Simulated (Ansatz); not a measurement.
Process, species as SMILES: OO (H2O2) + H+ → O[OH2+]
B3LYP-D3(BJ)/def2-TZVP geometries, fixed; electronic energies without zero-point terms; positive where energy is released.

Basis-set convergence of the proton affinity at B3LYP with Ansatz (a first-principles code). Cartesian d functions, on some or all atoms, in 6-31+G*; all else is spherical. The program fits the integrals of some runs and decomposes those of others, by size. No added dispersion term, no relativity. Functions are those of the species that has most. Reference: the value in pcseg-4, 165.96 kcal/mol, itself unsure by roughly 0.09 kcal/mol (its mean distance from aug-pcseg-3, aug-cc-pVQZ, cc-pV5Z). Deviations are taken from unrounded values.

```tsv
basis	functions	proton affinity (kcal/mol)	minus reference (kcal/mol)
6-31G	24	167.24	1.28
pcseg-0	24	165.14	-0.81
def2-SVP	43	170.65	4.69
6-31+G*	44	162.29	-3.66
6-311G**	54	169.38	3.42
def2-SVPD	70	164.02	-1.94
aug-cc-pVDZ	73	164.52	-1.44
6-311++G(2d,2p)	84	165.21	-0.74
aug-pcseg-2	161	165.75	-0.20
def2-QZVPPD	231	165.92	-0.03
aug-cc-pVQZ	298	165.92	-0.04
aug-pcseg-3	317	165.95	-0.01
cc-pV5Z	347	166.20	0.24
```
